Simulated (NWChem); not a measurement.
# One shape, several levels: doublet [C4H8]+

We compute a comparison of 5 runs (UB3LYP/6-31G*, UBHLYP/6-31G*, UCAM-B3LYP/6-31G*, UM06-2X/6-31G*, UPBE0/6-31G*) of doublet [C4H8]+. 

Program for the calculation: NWChem 7.3.0.

1 further run of the same task is left out (it didn't finish).

## Step 1: Starting point

[C4H8]+ has 12 atoms, charge +1, and is taken as a doublet. SMILES of the parent species: `C1CCC1`. The shape is that of a PBE0-D4/def2-TZVP optimisation. That shape belongs to the parent species and isn't relaxed for this state.

Bond lengths: C1–C2 1.541 Å, C2–C3 1.541 Å, C1–C4 1.541 Å, C3–C4 1.541 Å, C1–H5 1.093 Å, C1–H6 1.091 Å, C2–H7 1.093 Å, C2–H8 1.091 Å, C3–H9 1.093 Å, C3–H10 1.091 Å, C4–H11 1.093 Å, C4–H12 1.091 Å. Some angles: C1–C2–C3 88.3°, C2–C1–C4 88.3°, C2–C3–C4 88.3°, C1–C4–C3 88.3°, C1–C2–H7 111.3°, C1–C2–H8 118.1°, C3–C2–H7 111.3°, C3–C2–H8 118.1°, C2–C1–H5 111.3°, C2–C1–H6 118.1°.

## Step 2: The energy at UB3LYP/6-31G(d) (spherical functions) (run 1)

Input file c4h8.nw:

```
echo
start c4h8
memory stack 880 mb heap 220 mb global 1100 mb
charge 1

geometry units angstrom noautosym nocenter noautoz
   C     -0.915600     0.295800    -0.476200
   C     -0.357100     0.346000     0.959200
   C      1.013600    -0.070500     0.391400
   C      0.284800    -0.589700    -0.863200
   H     -0.858100     1.274600    -0.958400
   H     -1.919500    -0.105500    -0.623800
   H     -0.786200    -0.444600     1.579500
   H     -0.423100     1.289100     1.504200
   H      1.628700     0.802300     0.160000
   H      1.615300    -0.776700     0.966000
   H      0.041300    -1.650700    -0.769700
   H      0.753100    -0.425300    -1.835000
end

basis spherical bse
   C library 6-31G*
   H library 6-31G*
end

dft
   xc b3lyp
   mult 2
   grid xfine
   convergence energy 1e-08
   maxiter 100
   mulliken
end

task dft energy
```

Started as:

```sh
nwchem c4h8.nw > c4h8.out
```

The log of the run:

```text
[...]
          Wavefunction type:  spin polarized.
          No. of atoms     :    12
          No. of electrons :    31
[...]
          Charge           :     1
          Spin multiplicity:     2
[...]
          AO basis - number of functions:    72
[...]
              XC Information
              --------------
                         B3LYP Method XC Potential
                     Hartree-Fock (Exact) Exchange  0.200
                        Slater Exchange Functional  0.800 local
                    Becke 1988 Exchange Functional  0.720 non-local
              Lee-Yang-Parr Correlation Functional  0.810
                  VWN I RPA Correlation Functional  0.190 local
[...]
 d= 0,ls=0.0,diis     1   -156.7198341214 -2.84D+02  7.09D-03  2.15D-01     7.4
[...]
 d= 0,ls=0.5,diis    32   -156.8095040598 -8.66D-09  1.04D-07  5.03D-08   230.9
[...]
         Total DFT energy =     -156.809504067267
      One electron energy =     -454.722727456002
           Coulomb energy =      194.676893686645
    Exchange-Corr. energy =      -24.375987797507
 Nuclear repulsion energy =      127.612317499598
[...]
      Total Density - Mulliken Population Analysis
     ---------------------------------------------
    Atom       Charge   Shell Charges
 -----------   ------   -------------------------------------------------------
    1 C    6     6.32   2.00  0.68  2.09  0.64  0.87  0.04
    2 C    6     6.32   2.00  0.68  2.09  0.64  0.87  0.04
    3 C    6     6.32   2.00  0.68  2.09  0.64  0.87  0.04
    4 C    6     6.32   2.00  0.68  2.09  0.64  0.87  0.04
    5 H    1     0.70   0.49  0.21
    6 H    1     0.73   0.51  0.23
    7 H    1     0.70   0.49  0.21
    8 H    1     0.73   0.51  0.23
    9 H    1     0.70   0.49  0.21
   10 H    1     0.73   0.51  0.22
[...]
      <S2> =      0.7522 (Exact =     0.7500)
[...]
```

Wall time 4 min (1 thread of Intel Xeon Platinum 8488C (Sapphire Rapids), shared host); peak memory 0.15 GiB.

## Step 3: A single-point energy at UBHLYP/6-31G(d) (spherical functions) (run 2)

Input file sp.nw:

```
start sp
title "C4H8"
memory 2200 mb
charge 1

geometry units atomic noautosym nocenter noautoz
 C     -1.73023324     0.55898099    -0.89988758
 C     -0.67482120     0.65384524     1.81262530
 C      1.91542640    -0.13322569     0.73963881
 C      0.53819400    -1.11437150    -1.63121159
 H     -1.62157399     2.40864492    -1.81111352
 H     -3.62732930    -0.19936611    -1.17881116
 H     -1.48570268    -0.84017224     2.98482241
 H     -0.79954312     2.43604595     2.84252604
 H      3.07779694     1.51612727     0.30235618
 H      3.05247461    -1.46775028     1.82547544
 H      0.07804569    -3.11937091    -1.45452220
 H      1.42315274    -0.80370052    -3.46764744
end

basis spherical bse
 * library 6-31G*
end

dft
 xc bhlyp
 mult 2
 grid xfine
 convergence energy 1e-08
 maxiter 100
 mulliken
 noprint "final vectors analysis"
end

task dft energy
```

Started as:

```sh
nwchem sp.nw > sp.out
```

The log of the run:

```text
[...]
          Wavefunction type:  spin polarized.
          No. of atoms     :    12
          No. of electrons :    31
[...]
          Charge           :     1
          Spin multiplicity:     2
[...]
          AO basis - number of functions:    72
[...]
              XC Information
              --------------
                        BHLYP Method XC Functional
                     Hartree-Fock (Exact) Exchange  0.500
                        Slater Exchange Functional  0.500 local
                    Becke 1988 Exchange Functional  0.500 non-local
              Lee-Yang-Parr Correlation Functional  1.000
[...]
 d= 0,ls=0.0,diis     1   -156.5953775450 -2.84D+02  5.65D-03  2.01D-01     7.3
[...]
 d= 0,ls=0.0,diis    13   -156.6858266484  1.66D-10  3.38D-08  1.33D-11    92.6
[...]
         Total DFT energy =     -156.685826648410
      One electron energy =     -454.607908802282
           Coulomb energy =      194.558091710031
    Exchange-Corr. energy =      -24.248317799664
 Nuclear repulsion energy =      127.612308243506
[...]
      Total Density - Mulliken Population Analysis
     ---------------------------------------------
    Atom       Charge   Shell Charges
 -----------   ------   -------------------------------------------------------
    1 C    6     6.35   2.00  0.67  2.07  0.66  0.91  0.04
    2 C    6     6.35   2.00  0.67  2.07  0.66  0.91  0.04
    3 C    6     6.35   2.00  0.67  2.07  0.66  0.91  0.04
    4 C    6     6.35   2.00  0.67  2.07  0.66  0.91  0.04
    5 H    1     0.68   0.48  0.20
    6 H    1     0.71   0.50  0.21
    7 H    1     0.68   0.48  0.20
    8 H    1     0.71   0.50  0.21
    9 H    1     0.68   0.48  0.20
   10 H    1     0.71   0.50  0.21
[...]
      <S2> =      0.7549 (Exact =     0.7500)
[...]
```

Run time: 93 s. Hardware: 1 thread of Intel Xeon Platinum 8488C (Sapphire Rapids), shared host; peak memory 0.15 GiB.

Runs 3 to 4 aren't shown in full; the table further down has their settings and results.

## Step 4: The energy at UPBE0/6-31G(d) (spherical functions) (run 5)

Input file c4h8.nw:

```
start c4h8
title "C4H8"
memory stack 880 mb heap 220 mb global 1100 mb
charge 1

geometry units angstroms noautosym nocenter noautoz
C       -0.915600       0.295800      -0.476200
C       -0.357100       0.346000       0.959200
C        1.013600      -0.070500       0.391400
C        0.284800      -0.589700      -0.863200
H       -0.858100       1.274600      -0.958400
H       -1.919500      -0.105500      -0.623800
H       -0.786200      -0.444600       1.579500
H       -0.423100       1.289100       1.504200
H        1.628700       0.802300       0.160000
H        1.615300      -0.776700       0.966000
H        0.041300      -1.650700      -0.769700
H        0.753100      -0.425300      -1.835000
end

basis "ao basis" spherical bse
* library 6-31G*
end

dft
xc pbe0
mult 2
grid xfine
convergence energy 1e-08
iterations 100
mulliken
end

task dft energy
```

Started as:

```sh
nwchem c4h8.nw > c4h8.out
```

The log of the run:

```text
[...]
          Wavefunction type:  spin polarized.
          No. of atoms     :    12
          No. of electrons :    31
[...]
          Charge           :     1
          Spin multiplicity:     2
[...]
          AO basis - number of functions:    72
[...]
              XC Information
              --------------
                         PBE0 Method XC Functional
                     Hartree-Fock (Exact) Exchange  0.250
          PerdewBurkeErnzerhof Exchange Functional  0.750
            Perdew 1991 LDA Correlation Functional  1.000 local
           PerdewBurkeErnz. Correlation Functional  1.000 non-local
[...]
 d= 0,ls=0.0,diis     1   -156.5286684382 -2.84D+02  6.23D-03  2.07D-01     7.4
[...]
 d= 0,ls=0.0,diis    12   -156.6134093167  3.25D-09  1.86D-07  7.79D-11    86.9
[...]
         Total DFT energy =     -156.613409316719
      One electron energy =     -454.692737128567
           Coulomb energy =      194.630145345959
    Exchange-Corr. energy =      -24.163135033708
 Nuclear repulsion energy =      127.612317499598
[...]
      Total Density - Mulliken Population Analysis
     ---------------------------------------------
    Atom       Charge   Shell Charges
 -----------   ------   -------------------------------------------------------
    1 C    6     6.38   2.00  0.67  2.07  0.68  0.92  0.04
    2 C    6     6.38   2.00  0.67  2.07  0.68  0.92  0.04
    3 C    6     6.38   2.00  0.67  2.07  0.68  0.92  0.04
    4 C    6     6.38   2.00  0.67  2.07  0.68  0.92  0.04
    5 H    1     0.67   0.48  0.19
    6 H    1     0.70   0.50  0.20
    7 H    1     0.67   0.48  0.19
    8 H    1     0.70   0.50  0.20
    9 H    1     0.67   0.48  0.19
   10 H    1     0.70   0.50  0.20
[...]
      <S2> =      0.7524 (Exact =     0.7500)
[...]
```

Run time: 88 s. Hardware: 1 thread of Intel Xeon Platinum 8488C (Sapphire Rapids), shared host; peak memory 0.15 GiB.

## Step 5: All runs side by side

```
run                                    level  energy (Eh)  HOMO energy (eV)  LUMO energy (eV)   ⟨S²⟩  wall time
  1      UB3LYP/6-31G* (spherical functions)  -156.809504            -14.69            -13.36  0.752      4 min
  2      UBHLYP/6-31G* (spherical functions)  -156.685827                 –                 –  0.755       93 s
  3  UCAM-B3LYP/6-31G* (spherical functions)  -156.697117            -16.33            -12.28  0.753    2.1 min
  4     UM06-2X/6-31G* (spherical functions)  -156.706933            -16.15            -12.61  0.753    2.1 min
  5       UPBE0/6-31G* (spherical functions)  -156.613409            -14.94            -13.20  0.752       88 s
```

## Step 6: What came out

| quantity | value |
| --- | --- |
| run 5: total energy | -156.61341 Eh |
| run 5: HOMO energy (highest over α and β) | -14.94 eV |
| run 5: LUMO energy (lowest over α and β) | -13.20 eV |
| run 5: ⟨S²⟩ | 0.752 |

What this shows: Totals of different functionals can't be ranked against each other. All runs together took 11 min, the longest 4 min.
